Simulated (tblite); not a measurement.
Input of a run (GFN2-xTB geometry optimisation, gas phase (tblite 0.8.0)), started from a force field or distance geometry:
```
{"job": {"kind": "relax", "xc": "GFN2-xTB", "basis": "xTB"}, "charge": 0, "multiplicity": 2}
C      0.471700     0.081000     0.075600
N     -0.622100     0.467100    -0.187000
H      1.462000    -0.247100     0.309800
H     -1.301400    -0.296200    -0.221100
```

Output (eV, eV/Å):
```
step      E/eV     max force
  0    -161.36995    4.379
  1    -161.25036    6.505
  2    -161.46779    1.139
  3    -161.49675    0.909
  4    -161.55647    1.444
  5    -161.61462    0.853
  6    -161.63468    0.742
  7    -161.69621    2.933
  8    -161.74491    1.006
  9    -161.78635    0.562
 10    -161.79902    0.816
 11    -161.80177    0.367
 12    -161.80270    0.040
 13    -161.80274    0.017
 14    -161.80275    0.011
 15    -161.80275    0.002
```

Task: Summarise the run.

Result: The energy falls by 41.8 kJ/mol over 15 L-BFGS steps, the largest force on an atom goes from 4.38 to 0.002 eV/Å, and the atoms move by 0.186 Å rms after alignment. The bond that changes most is C1=N2 (ends: carbon bonded to N and H; nitrogen bonded to C and H), which lengthens by 0.021 Å. Bonds longer at the end by more than 0.005 Å: 2 of 3; shorter: 0. Among the angles that change most is N2–C1–H3, from 178.9° to 137.4°. The energy rose by more than 1e-5 eV at step 1.

Task: What are the final bond lengths?

Result: C1=N2 1.210 Å, C1–H3 1.081 Å, N2–H4 1.023 Å. Numbering counts from 1 in the input's order; the species is `[H]/[C]=N\[H]` [radical].

Hardware: one thread of an Arm Neoverse V1, no GPU (shared host). Cost: under 0.1 s wall.

Its GFN2-xTB frequencies are all real (lowest 804 cm⁻¹).

The numbers are calculated, not measured.
